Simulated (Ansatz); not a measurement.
# SiH₄ (singlet): from Hartree-Fock to the top rungs, cc-pV(Q+d)Z

How much of the correlation energy of SiH₄ (singlet) does each wave-function method recover here?

Method: cc-pV(Q+d)Z, core rule «outside noble gas», up to 5 orbitals frozen; program: Ansatz 0.2.0, Gaussian basis.

Plan: UHF; CCSD(T) on RHF; BCCD(T) on RHF; CISD; CCSDT(Q) on RHF; CASSCF and NEVPT2, 8 electrons in 8 orbitals.

9 further runs of the same task are left out: 9 set aside as unsound or not needed.

### Step 1. The system

The geometry is an MP2(full)/6-31G* stationary point (not a proven minimum).

5 atoms, charge 0, spin multiplicity 1.

Atoms are counted from 1 here; the program's logs count them from 0.

Bond lengths: Si1–H2 1.483 Å, Si1–H3 1.483 Å, Si1–H4 1.483 Å, Si1–H5 1.483 Å. Angles: H2–Si1–H3 109.5°, H2–Si1–H4 109.5°, H2–Si1–H5 109.5°, H3–Si1–H4 109.5°, H3–Si1–H5 109.5°, H4–Si1–H5 109.5°.

Geometry (Å):

```xyz
5
charge 0, multiplicity 1
Si    0.0000    0.0000    0.0000
H     0.8561    0.8561    0.8561
H    -0.8561   -0.8561    0.8561
H    -0.8561    0.8561   -0.8561
H     0.8561   -0.8561   -0.8561
```

### Step 2. UHF

The input, in.yaml:

```yaml
crystal:
  periodic: [false, false, false]
  atoms:
    - {symbol: Si, position_ang: [0.000000, 0.000000, 0.000000]}
    - {symbol: H, position_ang: [0.856135, 0.856135, 0.856135]}
    - {symbol: H, position_ang: [-0.856135, -0.856135, 0.856135]}
    - {symbol: H, position_ang: [-0.856135, 0.856135, -0.856135]}
    - {symbol: H, position_ang: [0.856135, -0.856135, -0.856135]}
basis:
  gaussian: {orbitals: "cc-pV(Q+d)Z.json"}
magnetization: {spin_polarized: true, initial_magnetization: 0}
hamiltonian: {xc: hf}
output: {orbitals: {seedname: orbitals}}
```

Command:

```
> ansatz run in.yaml --threads 1 --pin off --events-out ev --progress --plain --max-ram 8192MiB --backend cpu
```

The runs that follow: CCSD(T) on RHF; BCCD(T) on RHF; CISD; CCSDT(Q) on RHF; CASSCF and NEVPT2, 8 electrons in 8 orbitals.

**Question.** What will the summary of the whole plan be? Wanted: RCCSDT(Q) below the RHF energy; RMP2 from RCCSDT(Q); RCCSD from RCCSDT(Q); RCCSD(T) from RCCSDT(Q); NEVPT2 valence from RCCSDT(Q); T1 diagnostic; effectively unpaired electrons.

The runs gave:

| quantity | value |
| --- | --- |
| RCCSDT(Q) below the RHF energy | -5.0491 eV |
| RMP2 from RCCSDT(Q) | +890.6 meV |
| RCCSD from RCCSDT(Q) | +139.3 meV |
| RCCSD(T) from RCCSDT(Q) | +23.2 meV |
| NEVPT2 valence from RCCSDT(Q) | +1054.7 meV |
| levels within 1 kcal/mol (43 meV) | RCCSD(T), BCCD(T), RCCSDT |
| T1 diagnostic | 0.011 |
| effectively unpaired electrons | 0.01 |

**Reading.** RCCSD(T) misses by +23.2 meV, 0.5 % of the correlation energy. One determinant dominates. These misses are within one basis, not against nature.
